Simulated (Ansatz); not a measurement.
Species: CF₄, SMILES `FC(F)(F)F` (charge 0, multiplicity 1), formula CF4.

**Question.** How many basis functions does frozen-core CCSD(T)/cc-pVQZ // PBE-D3(BJ)/def2-TZVP (Ansatz, a first-principles code) use, how many core orbitals are frozen, and how many electrons are correlated?

**Answer.** 275 basis functions and 5 frozen orbitals, which leaves 32 correlated electrons. Core time is of the order of minutes.
